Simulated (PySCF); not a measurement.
Phosphorus trifluoride, PF₃.
InChI=1S/F3P/c1-4(2)3

Level of theory: EOM-EE-CCSD/aug-cc-pVDZ in PySCF, restricted Hartree–Fock reference, 8 core orbitals frozen, non-relativistic, gas phase, PBE0-D3(BJ)/def2-SVP geometry.

Question: What does EOM-EE-CCSD give for the lowest vertical excitations?

Answer: 
```json
{"state": "singlet 1 (×2)", "E (eV)": "8.22", "cm⁻¹": "66300", "main singles (HF orbitals, share of the singles part)": "HOMO→LUMO 62 %, HOMO→LUMO+4 32 %"}
{"state": "singlet 2", "E (eV)": "9.56", "cm⁻¹": "77110", "main singles (HF orbitals, share of the singles part)": "HOMO→LUMO+2 84 %, HOMO→LUMO+3 8 %"}
{"state": "triplet 1 (×2)", "E (eV)": "6.07", "cm⁻¹": "48960", "main singles (HF orbitals, share of the singles part)": "HOMO→LUMO+4 54 %, HOMO→LUMO 41 %"}
```

×n marks degenerate levels (orbitals of the first member shown); a last level whose partners the search may have cut is left out.

Question: What is the vertical gap between the lowest excited singlet and the lowest triplet?

Answer: 8.22 − 6.07 = 2.15 eV (207 kJ/mol).

The first EOM-IP-CCSD ionisation energy is 12.32 eV, 2.76 eV above the highest singlet listed and 4.10 eV above the lowest.

T1 diagnostic 0.016. EOM-CCSD puts states of mainly double-excitation character too high. An iterative search for so few roots can pass over a low state.
